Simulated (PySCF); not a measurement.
# BPH6: electronic excitations

Wanted: the electronic excitations of BPH6 (`[BH3-][PH3+]`), by calculation.

Programs: PySCF 2.14.0, with density-fitted response routines of our own. Each step states its level of theory. These are calculated values for one molecule in the gas phase, unless marked as measured. Atoms are numbered from 0 throughout.

## 1. Starting geometry

8 atoms, charge 0, multiplicity 1; geometry from: GFN2-xTB.

Bonds of the start (Å): B0–P1 1.91, B0–H2 1.19, B0–H3 1.19, B0–H4 1.19, P1–H5 1.39, P1–H6 1.39, P1–H7 1.39.

## 2. Excited states and response: CAM-B3LYP/def2-SVPD

Job settings and geometry (Å):

```
{"job": {"kind": "uv", "xc": "CAM-B3LYP", "basis": "def2-SVPD", "nstates": 8, "ntriplets": 3}, "charge": 0, "multiplicity": 1}
B     -1.101985    -0.058313    -0.019203
P      0.801153     0.044138     0.008359
H     -1.461990     0.804459     0.718920
H     -1.399019     0.128706    -1.157630
H     -1.351772    -1.156767     0.367849
H      1.500883    -0.127924     1.192979
H      1.568528    -0.827378    -0.749612
H      1.453259     1.202491    -0.386228
```

Method: TDDFT CAM-B3LYP/def2-SVPD, vertical, gas phase, core orbitals frozen in the response.

The run is started by

```bash
OMP_NUM_THREADS=1 python probes_run.py task.json out
```

This one command runs all jobs of the session in turn.

What will the session give for the following? lowest singlet (CAM-B3LYP/def2-SVPD); brightest single state of those computed; lowest triplet. Wanted: lowest singlet; brightest single state of those computed; lowest triplet.

**Answer**, as computed:

| quantity | value |
| --- | --- |
| lowest singlet (CAM-B3LYP/def2-SVPD) | 8.04 eV (154 nm), f = 0.011 |
| brightest single state of those computed | state 7, 8.47 eV, f = 0.081 |
| lowest triplet | 7.69 eV |

The lowest singlet, at 8.04 eV, is HOMO→LUMO 0.95 and is weak; of the 8 states computed, the strongest absorption comes from states 7 to 8 together at 8.47 eV (the last computed, so partners may be missing). The lowest triplet lies 0.35 eV below the lowest singlet (triplets in Tamm-Dancoff, singlets in full TDDFT).
